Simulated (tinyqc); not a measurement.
A ladder of methods, and size consistency: correlation methods against full CI in the sto-3g basis, for H2O, spin multiplicity 1. Computed by the program tinyqc with PySCF. All electrons correlated; +Q is the Davidson correction (1 - c0^2) E_corr. The last columns treat two copies 100 angstrom apart as one system. FCI is the lowest singlet.

Geometry (angstrom):

| atom | x | y | z |
|---|---|---|---|
| O | 0.0000 | 0.0000 | 0.0000 |
| H | 0.0000 | 0.7680 | 0.7000 |
| H | 0.0000 | -0.7460 | 0.6800 |

RHF energy of one = -74.962284 hartree

Correlation energies (hartree):

| method | E_corr of one | share of FCI (%) | E_corr of two at 100 angstrom | two minus twice one (mhartree) |
|---|---|---|---|---|
| MP2 | -0.043088 | 71.2773 | -0.086177 | 0.0000 |
| CISD | -0.059321 | 98.1303 | -0.114854 | 3.7893 |
| CISD+Q | -0.061347 | 101.4813 | -0.121950 | 0.7442 |
| CCSD | -0.060305 | 99.7565 | -0.120609 | 0.0000 |
| CCSD(T) | -0.060375 | 99.8726 | -0.120749 | 0.0000 |
| FCI | -0.060452 | 100.0000 | - | - |

What does the comparison show, and why?

MP2 recovers 71 %, CISD 98.1 % and CCSD 99.8 % of the FCI value (c0^2 = 0.966 in CISD). MP2 and coupled cluster are size consistent, so their last column vanishes; CISD loses 3.79 mhartree, since a double excitation on each copy is a quadruple of the pair, and the Davidson correction leaves +0.74.
